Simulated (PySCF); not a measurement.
Ligands exchanged one at a time, Al F-OH. All species are isolated molecules in the gas phase. One relaxed conformer stands for each flexible species; it need not be the lowest. Strings in code marks are SMILES.

All values below come from PBE-D3(BJ)/def2-TZVP // PBE0-D3(BJ)/def2-TZVP in PySCF. Excitations are Tamm–Dancoff values on a coarser integration grid. The basis has no diffuse functions, so Rydberg states are missing or too high.

| species | S1–T1 gap (TDA) (eV) | LUMO (eV) | T1 excitation (TDA) (eV) | S1 oscillator strength |
|---|---|---|---|---|
| 0 of 3 F replaced by OH (`[F][Al]([F])[F]`) | (withheld) | -2.39 | 7.12 | 0.000 |
| 1 of 3 F replaced by OH (`[OH][Al]([F])[F]` (H–O–Al–F torsion 0°)) | (withheld) | -1.97 | 5.98 | 0.037 |
| 2 of 3 F replaced by OH | 0.27 | -1.61 | 5.83 | (withheld) |
| 3 of 3 F replaced by OH (`[OH][Al]([OH])[OH]`) | 0.24 | -1.29 | 5.83 | (withheld) |

Question: Some entries are withheld; supply them.

Answer: 
- 0 of 3 F replaced by OH (`[F][Al]([F])[F]`), S1–T1 gap (TDA) (eV): 0.20
- 1 of 3 F replaced by OH (`[OH][Al]([F])[F]` (H–O–Al–F torsion 0°)), S1–T1 gap (TDA) (eV): 0.38
- 2 of 3 F replaced by OH, S1 oscillator strength: 0.000
- 3 of 3 F replaced by OH (`[OH][Al]([OH])[OH]`), S1 oscillator strength: 0.000
